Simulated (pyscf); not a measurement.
H₃Si–O–SiH₃ (SMILES [SiH3]O[SiH3]) + F–CH•–F (SMILES F[CH]F) → •H₂Si–O–SiH₃ (SMILES [SiH2]O[SiH3]) + F–CH₂–F (SMILES FCF), a hydrogen abstraction (doublet surface; H–Si broken, C–H formed). Optimised with ωB97X-D3(BJ)/def2-SVP in PySCF. Energies in kJ/mol from the separated reactants.

Small-basis levels: PySCF, no dispersion term, spherical d functions. AM1 to PM7: differences of heats of formation from MOPAC, which are fitted to 298 K values and so differ in kind from electronic energies by zero-point and thermal terms. Open shells are spin-unrestricted. 

| level | barrier | reaction energy |
|---|---|---|
| HF/STO-3G | 112.1 | +26.0 |
| MP2/6-31G* | 58.6 | -52.6 |
| SVWN5/6-31G* | -26.4 | -53.0 |
| B3LYP/STO-3G | 44.2 | +33.4 |
| B3LYP/3-21G | 3.3 | -54.2 |
| B3LYP/6-31G* | 32.7 | -41.1 |
| B3LYP/6-311+G** | 37.8 | -46.4 |
| PBE/def2-SVP | 7.6 | -44.0 |
| AM1 | 58.6 | -40.6 |
| PM3 | -1.6 | -33.5 |
| PM6 | 40.1 | +41.7 |
| PM7 | (withheld) | -30.9 |
| ωB97M-D3(BJ)/def2-TZVP | (withheld) | -39.3 |

Problem. What belongs in the gaps?

Solution. 
- PM7, barrier: 44.8
- ωB97M-D3(BJ)/def2-TZVP, barrier: 40.8

Against the last row the barrier runs from -67.1 (SVWN5/6-31G*) to +71.4 kJ/mol (HF/STO-3G). At SVWN5/6-31G*, PM3, PM6 this geometry lies under one side, so the entry may be no barrier of that level: it is a single point on another level's saddle. ωB97M-D3(BJ)/def2-TZVP has limits of its own. One saddle was located; it need not be the lowest between these sides. The angle at the transferred H is 152°.
